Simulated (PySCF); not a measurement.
Start geometry of `FC(F)(F)F` from MMFF94s (Å):
```
atom  x, y, z in Å
F1    -0.037   -1.054   -0.833
C2     0.000    0.000    0.000
F3    -0.142    1.134   -0.706
F4    -0.999   -0.099    0.893
F5     1.178    0.019    0.646
```

What comes out of this run: PBE0-D3(BJ)/def2-SVP geometry optimisation, gas phase (PySCF)?

```
atom  x, y, z in Å
F1    -0.227    0.157   -1.286
C2     0.000    0.000    0.000
F3    -0.772   -0.957    0.468
F4     1.262   -0.323    0.185
F5    -0.262    1.123    0.633
```

The energy falls by 0.091 eV over 4 energy and gradient evaluations, the largest force component goes from 0.0265 to 2.3e-04 Eh/bohr, and the atoms move by 0.025 Å rms after alignment. Among the bonds, F1–C2, C2–F3, C2–F4 and C2–F5 change most and about equally (-0.028 Å). Bonds longer at the end by more than 0.005 Å: 0 of 4; shorter: 4. The orientation of the end geometry is arbitrary; only internal coordinates are fixed.

The run used 70 basis functions and 26 SCF cycles in all. Cost: about 4 s of CPU time on one thread; the machine was shared, so the figure is rough.

No frequency check.
